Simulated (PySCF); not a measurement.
An element was calculated at r2SCAN (PySCF 2.14, spin-free X2C, a triple-zeta basis, no spin-orbit coupling), in the ground configurations that NIST lists.

| Quantity | Value |
| --- | --- |
| first ionisation energy | 14.801 eV |
| second ionisation energy | 30.122 eV |
| third ionisation energy | 48.196 eV |

Problem. Which element is it?

Solution. Nitrogen (N, Z = 7), in aug-cc-pCVTZ-DK with one added diffuse shell each of s, p, d, f type. NIST lists 14.534, 29.601, 47.445 eV for these ionisation energies.
